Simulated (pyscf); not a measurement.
Thermochemistry of product channels of Cl–C•(Cl)–Cl + hydrogen (H₂) on the doublet surface, in kcal/mol, from ωB97M-D3(BJ)/def2-TZVP energies (ideal gas, 1 atm, RRHO with modes under 100 cm⁻¹ raised to 100, one conformer, R ln 2 for rigid chiral ones). PySCF, gas phase, ωB97X-D3(BJ)/def2-SVP geometries.

```csv
products,ΔE,ΔH(298 K),ΔG(298 K),ΔG(1200 K)
hydrogen chloride (HCl) + Cl–CH•–Cl,-21.4,-18.6,-21.2,-27.1
hydrogen chloride (HCl) + Cl–C:–Cl [singlet] + H atom (H•),+69.6,+66.5,+57.0,+28.1
```

These are energies of the channels, which say nothing of barriers.
